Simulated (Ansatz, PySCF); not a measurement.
System: molecular nitrogen, N2, charge 0, multiplicity 1. 
Structure (B3LYP-D3(BJ)/def2-TZVP (Ansatz, a program for electronic structure) minimum search):
```xyz
2

N      0.0000     0.0000    -0.5454
N      0.0000     0.0000     0.5454
```
Charge 0, spin multiplicity 1.

Property: atomisation energy (electronic, to ground-state atoms); the coupled-cluster value holds the core correlation from cc-pwCVTZ, in kcal/mol. Cores are frozen in the correlated levels unless marked. Open shells are spin-unrestricted. Spin-orbit coupling is left out. No relativistic terms. Basis-set limits of correlation are two-point, X^-3; Hartree-Fock from the larger set (for Q and 5 zeta extrapolated as (X+1)exp(-9√X)).

Level to compare with: CCSD(T)/CBS(cc-pVQZ,cc-pV5Z) plus the core term (Ansatz), 227.9 kcal/mol. It is a level with limits of its own, and the differences hold the functionals' basis error too.

Problem. Rank these functionals by how close they come to CCSD(T)/CBS(cc-pVQZ,cc-pV5Z), closest first: B3LYP/def2-TZVPD (Ansatz); PBE0/def2-TZVPD (Ansatz); M06-L/def2-TZVPD (PySCF).

Solution. B3LYP/def2-TZVPD (global hybrid, 229.5 kcal/mol, difference 1.6), PBE0/def2-TZVPD (global hybrid, 225.3 kcal/mol, difference -2.6), M06-L/def2-TZVPD (meta-GGA, 223.8 kcal/mol, difference -4.1)
